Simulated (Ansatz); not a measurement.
**Al2H (doublet): from Hartree-Fock to the top rungs at angle Al2–Al1–H3 = 180.0°, cc-pVDZ**

Aim: climb from Hartree-Fock through coupled cluster and multireference methods for Al2H (doublet) at one geometry and basis, and see what each rung misses.

Method: cc-pVDZ, core rule «outside noble gas», up to 10 orbitals frozen; program: Ansatz 0.2.0, Gaussian basis.

The runs, in order: UHF; CCSD(T) on ROHF; CCSD(T) on UHF; BCCD(T) on ROHF; CISD; CCSDT(Q) on ROHF; CCSDT(Q) on UHF; CASSCF and MRCISD+Q, 3 electrons in 3 orbitals; CASSCF and NEVPT2, 3 electrons in 3 orbitals; CASSCF and MRCISD+Q, 7 electrons in 9 orbitals; CASSCF and NEVPT2, 7 electrons in 9 orbitals.

12 further runs of the same task are left out: 4 for a known fault of the program, 5 that didn't finish, 3 set aside as unsound or not needed.

**1. The geometry**

The geometry derives from a PBE0/def2-TZVP stationary point (not a proven minimum). One angle is set to the value named; bond lengths are kept.

3 atoms, charge 0, spin multiplicity 2.

Atoms are counted from 1 here; the program's logs count them from 0.

Bond lengths: Al1–Al2 2.677 Å, Al1–H3 1.619 Å. Angles: Al2–Al1–H3 180.0°.

**2. UHF**

Contents of in.yaml:

```yaml
crystal:
  periodic: [false, false, false]
  atoms:
    - {symbol: Al, position_ang: [0.000000, 0.000000, 0.352569]}
    - {symbol: Al, position_ang: [0.000000, 0.000000, -2.324369]}
    - {symbol: H, position_ang: [0.000000, 0.000000, 1.971799]}
basis:
  gaussian: {orbitals: cc-pVDZ}
magnetization: {spin_polarized: true, initial_magnetization: 1}
hamiltonian: {xc: hf}
output: {orbitals: {seedname: orbitals}}
```

Command:

```
> ansatz run in.yaml --threads 1 --pin off --events-out ev --progress --plain --max-ram 2393MiB
```

Further steps of the session: CCSD(T) on ROHF; CCSD(T) on UHF; BCCD(T) on ROHF; CISD; CCSDT(Q) on ROHF; CCSDT(Q) on UHF; CASSCF and MRCISD+Q, 3 electrons in 3 orbitals; CASSCF and NEVPT2, 3 electrons in 3 orbitals; CASSCF and MRCISD+Q, 7 electrons in 9 orbitals; CASSCF and NEVPT2, 7 electrons in 9 orbitals.

**Question.** What will the summary of the whole plan be? Wanted: UCCSDT(Q) below the RHF energy; RMP2 from UCCSDT(Q); UMP2 from UCCSDT(Q); RCCSD from UCCSDT(Q); RCCSD(T) from UCCSDT(Q); UCCSD(T) from UCCSDT(Q); RCCSDT(Q) from UCCSDT(Q); NEVPT2 pair from UCCSDT(Q); NEVPT2 valence from UCCSDT(Q).

The runs gave:

| quantity | value |
| --- | --- |
| UCCSDT(Q) below the RHF energy | -3.7249 eV |
| RMP2 from UCCSDT(Q) | +1078.9 meV |
| UMP2 from UCCSDT(Q) | +1098.4 meV |
| RCCSD from UCCSDT(Q) | +176.7 meV |
| RCCSD(T) from UCCSDT(Q) | +49.6 meV |
| UCCSD(T) from UCCSDT(Q) | +50.3 meV |
| RCCSDT(Q) from UCCSDT(Q) | +0.1 meV |
| NEVPT2 pair from UCCSDT(Q) | +1062.1 meV |
| NEVPT2 valence from UCCSDT(Q) | +570.6 meV |
| MRCISD+Q valence from UCCSDT(Q) | +0.2 meV |
| levels within 1 kcal/mol (43 meV) | RCCSDT, UCCSDT, RCCSDT(Q), MRCISD+Q valence |
| T1 diagnostic | 0.023 |
| effectively unpaired electrons | 1.12 |

**Reading.** RCCSD(T) misses by +49.6 meV, 1.3 % of the correlation energy. One determinant dominates. Of the multireference levels listed MRCISD+Q valence comes nearest in total energy (+0.2 meV), which doesn't show that its space is the better one. Coupled cluster took another determinant than the lowest Hartree-Fock one. These misses are within one basis, not against nature; the frozen cores of restricted and unrestricted runs differ, which can shift their rows.
